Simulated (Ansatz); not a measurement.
Reaction (substitution at a C–C bond): `C=CCCF` + `OCF` → `FCOCF` + propene

Calculated with Ansatz (gas phase, PBE0-D4/def2-TZVP geometries, no zero-point term in ΔE). CBS: MP2 limit from def2 TZ/QZ plus the TZ coupled-cluster correction, frozen cores. DFT in def2-TZVPP. One conformer a species, not always the lowest.

```json
{"level": "PBE-D4", "ΔE (eV)": "0.10"}
{"level": "revPBE-D4", "ΔE (eV)": "0.11"}
{"level": "PBE0-D4", "ΔE (eV)": "0.12"}
{"level": "BHLYP-D4", "ΔE (eV)": "0.09"}
{"level": "revPBE", "ΔE (eV)": "0.10"}
{"level": "r2SCAN", "ΔE (eV)": "0.07"}
{"level": "r2SCAN0", "ΔE (eV)": "0.09"}
{"level": "LC-ωPBE", "ΔE (eV)": "0.11"}
```

Q: What does CCSD(T)/CBS give? (Estimate.)

A: The calculation gave: +0.15 eV. The listed levels differ from it by -0.05, -0.04, -0.03, -0.06, -0.05, -0.08, -0.06, -0.04 eV.

Largest T1 diagnostic among the species: 0.012.

At CCSD(T), def2-SVP lies −0.10 eV from the extrapolated value and def2-TZVPP −0.04 eV. In def2-TZVPP, CCSD(T) changes the Hartree–Fock value by +0.07 eV (the triples alone add −0.00 eV) and MP2 by +0.10 eV. Leaving LDA and LC-ωPBE aside and taking each functional with its dispersion term where it has one, the values, not all of them listed here, spread over 0.05 eV, from r2SCAN-D4 to PBE-QIDH.
